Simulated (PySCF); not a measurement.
**Identify the compound**

Molecular formula: C₂H₂F₂. Simulated spectra:

¹H NMR (400 MHz, computed): δ 3.97 (m, 2H).

¹³C{¹H} NMR (computed): δ 174.0 (C, t, J = 374.0 Hz), 66.8 (CH2, t, J = 25.2 Hz).

Method: geometry: GFN2-xTB, couplings computed with B3LYP/pcJ-1, shielding tensors at PBE0/pcSseg-1 (GIAO), in PySCF 2.14 (a single conformation, averaged over atoms made equivalent by symmetry, fast rotation or ring inversion, no relativistic terms, no solvent model).

δ = σ(ref) − σ, references computed at the same level: ¹H (σref 31.72) and ¹³C (σref 186.93) vs TMS.

Deduce the structure.

## Answers


1. Rings plus π bonds: 1 (no ring in the answer).
2. 2 carbon signals for 2 carbons: no two carbons are equivalent.
3. Carbon types of the structure: 1 × C, 1 × CH2, which accounts for all hydrogens.
4. δC 174.0: fully substituted alkene carbon.
5. δC 66.8: terminal =CH2 carbon.
6. δH 3.97: hydrogen on a terminal =CH2 carbon; attached to an sp2 carbon and in the plane of the double bond.

Structure: vinylidene fluoride.

Common functionals overestimate the size of one-bond C–F couplings by tens of Hz; these are unscaled. Multiplet labels drop couplings under 1 Hz and merge nearly equal ones. Couplings among chemically equivalent protons are left out too, so labels in AA′BB′ or AA′XX′ sets are apparent multiplicities. Shifts are as computed. Against solution values, carbons near 30 ppm lie about +3 ppm off and those near 130 ppm about +5 ppm. Of 1211 compounds with measured shifts, 218 miss one by over three times the rms of a fit or turn the order of signals round; such compounds aren't used in these exercises.
